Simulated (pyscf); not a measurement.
Structures and frequencies: ωB97X-D3(BJ)/def2-SVP in PySCF.

Problem. How much does it cost (ΔH, 298 K, ωB97M-D3(BJ)/def2-TZVP) to split O=Mo(=O)(OH)–SH (SMILES [O]=[Mo](=[O])([OH])[SH]) at its Mo–S bond into [O=Mo(=O)–OH]• + SH•?

Solution. Mo–S to [O=Mo(=O)–OH]• + SH•: 319.8 kJ/mol. The 7 functionals that were run give +311.3 (M06-2X) to +352.2 kJ/mol (ωB97X-D3(BJ)). The radicals are drawn with the spin at the cut bond; how far it spreads was not checked. Other isomers of [O=Mo(=O)–OH]• were not searched in full and may lie lower. Left out: the spin-orbit lowering of SH. Open-shell species with a d-block atom are single-reference here; other states, and whether the spin sits on metal or ligand, were not checked. Elements past Kr carry the def2 core potentials, without spin-orbit coupling.
